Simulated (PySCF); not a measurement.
# Gas-phase XPS of ethylamine, computed

Species: ethylamine, C2H7N.
Numbering: `[CH3:1][CH2:2][NH2:3]`

Method used: delta-SCF UKS SCAN, pcX-2 on the ionised atom, pcseg-1 elsewhere, spin-free X2C (PySCF). Each binding energy is the total energy of the core-ionised species, with the hole localised on one atom, minus that of the ground state; both are solved self-consistently, so orbital relaxation is included.

Task: List the computed XPS lines with their assignment.

Result: 
```tsv
atom(s)	environment	level	binding energy (eV)	above the level's lowest (eV)	count
C1	methyl carbon	C 1s	290.58	0.00	1
C2	sp3 carbon bound to nitrogen	C 1s	291.43	+0.85	1
N3	primary amine nitrogen	N 1s	404.96	0.00	1
```

Lowest listed C 1s: C1, bonded to C and 3 H. Highest, 0.85 eV above it: C2, bonded to N, C and 2 H. Summing the Pauling electronegativity differences to the bonded atoms, each weighted by its formal bond order, gives -1.05 for the lowest site and -0.21 for the highest.

Task: Express the binding energy of C 1s of C2 in atomic units and per mole.

Result: 291.43 eV = 10.7099 Eh = 28119 kJ/mol.

Geometry: PBE0-D3(BJ)/def2-SVP, one conformer, isolated molecule.

Conformer computed: `[CH3:1][CH2:2][NH2:3]`: H–N3–C2–C1 179°, H–N3–C2–C1 -64°.
